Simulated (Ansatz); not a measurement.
The end point of a relaxation of Rh. Space group Fm-3m (No. 225), fcc (Cu type). Method: PBE (plane waves to 420 eV, PAW, scalar-relativistic; Ansatz, a first-principles code).

```cif
data_Rh
_chemical_formula_sum 'Rh1'
_space_group_name_H-M_alt 'P 1'
_space_group_IT_number 1
_cell_length_a 2.70838
_cell_length_b 2.70838
_cell_length_c 2.70838
_cell_angle_alpha 60.000
_cell_angle_beta 60.000
_cell_angle_gamma 60.000
loop_
_space_group_symop_operation_xyz
  'x, y, z'
loop_
_atom_site_label
_atom_site_type_symbol
_atom_site_fract_x
_atom_site_fract_y
_atom_site_fract_z
_atom_site_occupancy
Rh1 Rh 0.00000 0.00000 0.00000 1
```

| Item | Result |
|---|---|
| Volume per atom | 14.05 Å³ |
| Band gap | no gap (metallic) |
| Shortest distances | Rh–Rh 2.71 Å |
| k-mesh | 21×21×21 |

No spin polarisation in the result.

Measured for Rh: a 3.794 Å (static lattice; corrected from measurement; as listed in Daniel Mejia-Rodriguez, S. B. Trickey, Phys. Rev. B (2018)). Computed minus measured — a: PBE +1.0 %. The computed values are for a static lattice.

The run could not lose the symmetry of its start; a randomly shaken copy of 2 atoms returns to this structure.
